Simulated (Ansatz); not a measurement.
# SiH2S2: two vibrations frozen in

How does the energy of H2S2Si, SMILES S[Si]S change over two coordinates at once? A grid of runs gives the map.

Computed with Ansatz 0.2.0. Level: RHF-MP2, frozen core/def2-TZVP.

**1. The starting structure**

SMILES `S[Si]S`, 5 atoms, charge 0, spin multiplicity 1.

Atoms are counted from 1 here; the program's logs count them from 0.

Bond lengths: S1–Si2 2.176 Å, S1–H4 1.366 Å, Si2–S3 2.177 Å, S3–H5 1.369 Å. Angles: Si2–S1–H4 94.9°, S1–Si2–S3 97.8°, Si2–S3–H5 101.2°.

As a file:

```xyz
5
charge 0, multiplicity 1
S    -0.6469   -1.0371   -0.5456
Si   -0.6667    0.9907    0.2430
S     1.4470    1.1325    0.7463
H    -1.9807   -1.0607   -0.8388
H     1.8973   -0.0990    0.3538
```

This geometry comes from a loose relaxation at PBE in a small basis, which is not shown.

**4. Setting up the map**

The axes are (1) normal mode 3 (403 cm⁻¹): 11 values from −0.563 amu½·Å; (2) normal mode 4 (492 cm⁻¹): 11 values from −0.821 amu½·Å.

Nothing else is relaxed (straight displacements along the two mass-weighted modes). Energies count from the relaxed molecule at the same level. Points are written as (first, second).

The patterns, per unit of each coordinate (Å):

```tsv
atom	x1	y1	z1	x2	y2	z2
S1	-0.003	-0.005	0.013	-0.002	-0.070	-0.028
Si2	-0.007	-0.012	0.032	-0.099	0.078	0.010
S3	0.007	0.013	-0.033	0.093	0.009	0.023
H4	0.154	0.286	-0.730	0.008	-0.195	-0.075
H5	-0.101	-0.188	0.478	-0.141	-0.049	-0.049
```

(The set-up runs are not shown.)

**5. Point (0.000 amu½·Å, 0.000 amu½·Å)**

The input, input.yaml:

```yaml
crystal:
  periodic: [false, false, false]
  atoms:
    - { symbol: S, position_ang: [-0.638172, -1.027957, -0.54229] }
    - { symbol: Si, position_ang: [-0.653007, 0.966145, 0.237139] }
    - { symbol: S, position_ang: [1.428678, 1.118314, 0.735015] }
    - { symbol: H, position_ang: [-1.949015, -1.037182, -0.82194] }
    - { symbol: H, position_ang: [1.861414, -0.092921, 0.350676] }
basis:
  gaussian: { orbitals: def2-TZVP }
hamiltonian:
  xc: hf
output:
  forces: true
correlation:
  method: mp2
```

On the command line:

```console
$ ansatz run input.yaml --threads 1 --pin off --max-ram 2560MiB --backend cpu --events-out ev --progress --plain --runs-dir out
```

The session goes on with these runs: the other points that were computed.

What does the calculation give? Wanted: lowest point; highest computed point; dipole moment; largest force on an atom.

**Answer**, as computed:

| quantity | value |
| --- | --- |
| lowest point | (0.000 amu½·Å, 0.000 amu½·Å), 0.0 kJ/mol |
| highest computed point | (−0.563 amu½·Å, −0.821 amu½·Å), 53.8 kJ/mol above the lowest |
| dipole moment (D) | 1.08 at (−0.563 amu½·Å, −0.164 amu½·Å) to 1.53 at (0.000 amu½·Å, 0.821 amu½·Å); 1.12 at the lowest point |
| largest force on an atom (eV/Å) | 0.00 at (0.000 amu½·Å, 0.000 amu½·Å) to 3.53 at (−0.563 amu½·Å, −0.821 amu½·Å); 0.00 at the lowest point |
| time for the whole task | 5.7 min on 1 thread, shared host |

What this shows: The lowest computed point is at (0.000 amu½·Å, 0.000 amu½·Å), 0.0 kJ/mol from the relaxed molecule at the same level. The grid shows no other well, apart from its symmetry copies. The highest computed point, (−0.563 amu½·Å, −0.821 amu½·Å), lies 53.8 kJ/mol above the lowest. Round the minimum the two coordinates are nearly uncoupled.
